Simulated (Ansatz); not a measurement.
**SiPN (triplet): the correlation ladder, cc-pVDZ**

One table from this session's results is given with a row withheld; the runs are named, their logs left out.

Computed with Ansatz 0.2.0, Gaussian basis. Level: cc-pVDZ, core rule «outside noble gas», up to 11 orbitals frozen.

To be run: UHF; CCSD(T) on ROHF; CCSD(T) on UHF; BCCD(T) on ROHF; CISD; CCSDT(Q) on ROHF; CCSDT(Q) on UHF; CASSCF and MRCISD+Q, 10 electrons in 10 orbitals; CASSCF and NEVPT4(SD), 10 electrons in 10 orbitals; CASSCF and NEVPT2, 10 electrons in 10 orbitals.

16 further runs of the same task are left out: 10 that didn't finish, 6 set aside as unsound or not needed.

### The geometry

The geometry is a PBE0/def2-TZVP stationary point (not a proven minimum) of the parent state, kept for this charge and spin.

3 atoms, charge 0, spin multiplicity 3.

Atoms are counted from 1 here; the program's logs count them from 0.

Bond lengths: N1–Si2 1.608 Å, Si2–P3 2.062 Å. Angles: N1–Si2–P3 180.0°.

Coordinates:

```xyz
3
NPSi
N     0.0000    0.0000    1.7596
Si    0.0000    0.0000    0.1513
P     0.0000    0.0000   -1.9109
```

Set-up of the first run:

in.yaml reads:

```yaml
crystal:
  periodic: [false, false, false]
  atoms:
    - {symbol: N, position_ang: [0.000000, 0.000000, 1.759600]}
    - {symbol: Si, position_ang: [0.000000, 0.000000, 0.151300]}
    - {symbol: P, position_ang: [0.000000, 0.000000, -1.910900]}
basis:
  gaussian: {orbitals: cc-pVDZ}
magnetization: {spin_polarized: true, initial_magnetization: 2}
hamiltonian: {xc: hf}
output: {orbitals: {seedname: orbitals}}
```

Command:

```
ansatz run in.yaml --threads 1 --pin off --events-out ev --progress --plain --max-ram 2393MiB
```

Steps of the session up to this table: UHF; CCSD(T) on ROHF; CCSD(T) on UHF; BCCD(T) on ROHF; CISD; CCSDT(Q) on ROHF; CCSDT(Q) on UHF; CASSCF and MRCISD+Q, 10 electrons in 10 orbitals; CASSCF and NEVPT4(SD), 10 electrons in 10 orbitals; CASSCF and NEVPT2, 10 electrons in 10 orbitals.

One of the session's tables, all rows but one given; the rest of the session is left out.

| method | from RCCSDT(Q) (kJ/mol) |
| --- | --- |
| UHF | +943.9 |
| RMP2 | +102.6 |
| UMP2 | +230.9 |
| CISD | +231.5 |
| RCCSD | +83.1 |
| UCCSD | +68.1 |
| RCCSD(T) | +11.5 |
| UCCSD(T) | +17.3 |
| BCCD(T) | +14.2 |
| RCCSDT | +10.9 |
| UCCSDT | +7.5 |
| RCCSDT(Q) | 0 |
| UCCSDT(Q) | -1.2 |
| CASSCF valence | ? |
| NEVPT2 valence | +129.2 |
| NEVPT4(SD) valence | +13.9 |
| MRCISD valence | +71.0 |
| MRCISD+Q valence | +7.6 |

Q: Estimate the row for CASSCF valence from the others.

As computed: from RCCSDT(Q) (kJ/mol): +665.1. In the column «from RCCSDT(Q) (kJ/mol)» it lies between CISD (+231.5) and UHF (+943.9).

Left out of the table: ROHF (another determinant or state than the rows shown).

To keep in mind: The determinant is far from a pure spin state, so its energy mixes those of several spin states (harmless only where they are near-degenerate, as at dissociation). The program flags RCCSD(T), BCCD(T) as in doubt, so those rows may rest on another solution; read them beside their warnings. Warnings: spin contamination; coupled cluster took another determinant than the lowest; large T1 diagnostic. Restricted and unrestricted rows rest on different reference determinants; where their highest levels disagree by more than a few hundredths of an eV, they describe different states and don't form one ladder.
